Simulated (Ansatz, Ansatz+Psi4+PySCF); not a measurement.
```xyz
2

N     0.0000    0.0000   -0.6574
S     0.0000    0.0000    0.6574
```

Basis set: cc-pVTZ on N; cc-pV(T+d)Z on S (spherical functions). Frozen core: 6 orbitals. Correlation on ROHF uses semicanonical orbitals with singles. Charge 0, multiplicity 2.

Computed with Ansatz (development build ahead of 0.2.0); the reference of a correlated method needn't be the lowest determinant of its kind.

(1) Give the atomization energy at this shape (free ground-state atoms in the same class of orbitals less the molecule, no zero-point energy) of doublet NS by UHF-BCCD(T), ROHF-CCSD(T).

Answers

(1)

```csv
method,atomization energy
UHF-BCCD(T),69.69 kcal/mol
ROHF-CCSD(T),69.79 kcal/mol
```

Caution: the reference determinant was not shown to be the lowest; the shape is not the minimum.
